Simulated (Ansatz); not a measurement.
## AlO (oxoaluminum): the energy, rung by rung

AlO has 2 atoms, charge 0, and is taken as a doublet. SMILES: `[O]=[Al]`. The shape comes from GFN2-xTB, which is rough for such elements, and wasn't checked as a minimum.

```xyz
2

O     0.0000    0.0000    0.0000
Al    0.0000    0.0000    1.5700
```

Quantity: the energy change with the O1–Al2 bond stretched from 1.570 to 1.963 Å, in eV. The values are calculated.

```tsv
level	kind	program	value (eV)
UHF/6-31G	Hartree–Fock	Ansatz	-0.87
U-revPBE/6-31G	GGA	Ansatz	0.23
U-r2SCAN/6-31G	meta-GGA	Ansatz	0.35
UB3LYP/6-31G	global hybrid	Ansatz	0.09
UCAM-B3LYP/6-31G	range-separated hybrid	Ansatz	0.01
UHSE06/6-31G	range-separated hybrid	Ansatz	0.07
UB2PLYP/6-31G	double hybrid	Ansatz	0.13
UMP2/6-31G	perturbation theory	Ansatz	-0.86
UBCCD(T)/6-31G	coupled cluster or CI	Ansatz	0.06
```

The first shape isn't each level's own minimum. The values span -0.87 to 0.35 eV. Spin contamination of the reference (⟨S²⟩ at least 0.1 too high) touches UHF/6-31G, UMP2/6-31G, UBCCD(T)/6-31G. All rows use very small basis sets, so none should be taken for the real molecule's value.
